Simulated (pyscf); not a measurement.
F–GeH₃ + H• → GeH₃• + HF, an atom transfer (doublet surface; F–Ge broken, F–H formed). Structures and frequencies: ωB97X-D3(BJ)/def2-SVP in PySCF. Correlated levels are frozen-core, on RHF or UHF. ΔMP2 is the change of the MP2 total energy from the triple- to the quadruple-zeta basis. Energies in kcal/mol from the separated reactants.

Small-basis levels: PySCF, no dispersion term, spherical d functions. AM1 to PM7: differences of heats of formation from MOPAC. Open shells are spin-unrestricted. 

| level | barrier | reaction energy |
|---|---|---|
| HF/3-21G | 44.9 | +13.4 |
| HF/6-31G*+LANL2DZ | 48.1 | -1.7 |
| MP2/6-31G*+LANL2DZ | 40.6 | +4.0 |
| BP86/6-31G*+LANL2DZ | 14.7 | -8.4 |
| PBE/6-31G*+LANL2DZ | 16.0 | -5.4 |
| B3LYP/STO-3G | 5.5 | +1.0 |
| B3LYP/3-21G | 18.2 | +13.6 |
| M06-2X/6-31G*+LANL2DZ | ? | -0.6 |
| PBE/def2-SVP | 15.2 | -5.6 |
| B3LYP/def2-SVP | 18.9 | -8.0 |
| AM1 | ? | -36.0 |
| PM6 | -8.8 | -20.3 |
| CCSD(T)/def2-TZVPP + ΔMP2(QZVPP) | ? | -11.7 |

Task: Complete the blanks.

Result: 
- M06-2X/6-31G*+LANL2DZ, barrier: 29.1
- AM1, barrier: -3.0
- CCSD(T)/def2-TZVPP + ΔMP2(QZVPP), barrier: 27.6

Against the last row the barrier runs from -36.3 (PM6) to +20.6 kcal/mol (HF/6-31G*+LANL2DZ). At AM1, PM6 this geometry lies under one side, so the entry may be no barrier of that level: it is a single point on another level's saddle. CCSD(T)/def2-TZVPP + ΔMP2(QZVPP) has limits of its own. The same reactants have a lower exit, to F–GeH₂• + H₂ (barrier +3.5 kcal/mol at ωB97M-D3(BJ), against +24.3 kcal/mol here). One saddle was located; it need not be the lowest between these sides. The angle at the transferred F is 180°. The CCSD(T) − MP2 part came from Ansatz, without density fitting, on the same reference. The frozen core leaves the outer d or s,p core shells of the metals and heavy elements correlated in the MP2 and CC values, and def2-TZVPP describes them poorly, which can shift differences by a few kcal/mol. In the def2 sets elements up to Kr have no core potential.
